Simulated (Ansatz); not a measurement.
Input file for Ansatz (a first-principles code): R-CCSD(T)/aug-cc-pVQZ on CHN (SMILES C#N).

Ansatz 0.2 input:
```yaml
crystal:
  periodic: [false, false, false]
  atoms:
    - {symbol: H, position_ang: [0.00000000, 0.00000000, -0.59377492]}
    - {symbol: C, position_ang: [0.00000000, 0.00000000, -1.66809824]}
    - {symbol: N, position_ang: [0.00000000, 0.00000000, -2.82525056]}
basis:
  gaussian:
    orbitals: aug-cc-pVQZ
magnetization: {spin_polarized: false}
correlation: {method: ccsd_t, electrons: outside_noble_gas}
scf: {lower_state_search: off}
```

Task: Give the final energy of this run.

Result: -93.3034 hartree (reference determinant -92.9138, T1 diagnostic 0.015).

Task: How many basis functions does it have, and what does it roughly cost on one machine?

Result: 206 functions; roughly 13 core-seconds.
